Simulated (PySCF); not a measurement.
Cartesian coordinates (Å):
SMILES: [C-]#[N+]
```xyz
2

C      0.5811     0.0000     0.0000
N     -0.5811     0.0000     0.0000
```
Charge 0, spin multiplicity 2.

Task: Give the highest occupied spin orbital, dipole moment and total energy at the level ωB97X-D3(BJ)/def2-TZVP // B3LYP-D3(BJ)/def2-TZVP (PySCF 2.14.0).

Result: 
```yaml
highest_occupied_spin_orbital: -13.41 eV
dipole_moment: 1.50 D
total_energy: -2524.34 eV
```
